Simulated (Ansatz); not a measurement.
Input for Ansatz (development build ahead of 0.2.0):

```yaml
crystal:
  periodic: [false, false, false]
  atoms:
    - { symbol: C, position_ang: [0.0, 0.0, -1.3695] }
    - { symbol: "N", position_ang: [0.0, 0.0, 0.0] }
    - { symbol: C, position_ang: [0.0, 0.0, 1.3695] }
basis:
  gaussian: { orbitals: def2-SVP }
magnetization:
  spin_polarized: true
  initial_magnetization: 1
hamiltonian:
  xc: hf
correlation:
  method: mp2
  frozen_orbitals: { C: 1, "N": 1 }
scf:
  omitted_lower_state_checks: [starts, atomic_configurations, cluster_reference, orbital_swaps, given_window_search, neighbouring_geometries, increment]
```

The input is written out in the form of the current development build from the run's settings.

Output:

| Property | Result |
| --- | --- |
| Converged | yes |
| Reference energy | -129.87437 hartree |
| Correlation energy | -0.32691 hartree |
| Total energy | -130.20129 hartree |
| Spin squared of the determinant | 1.009 |
| Stability test | minimum |
| Occupied orbitals by symmetry in an Abelian subgroup (alpha; beta) | 4 Ag 3 B1u 1 B2g 1 B2u 1 B3u; 4 Ag 3 B1u 1 B2u 1 B3u |

Messages of the program:
```
mean field -3534.06168603 eV, -129.8743714886 hartree, gradient 2.0e-6 eV, S^2 1.009033; 0 other ends of a descent, 0 dependent functions left out
```

Caution: the unrestricted determinant is spin contaminated.
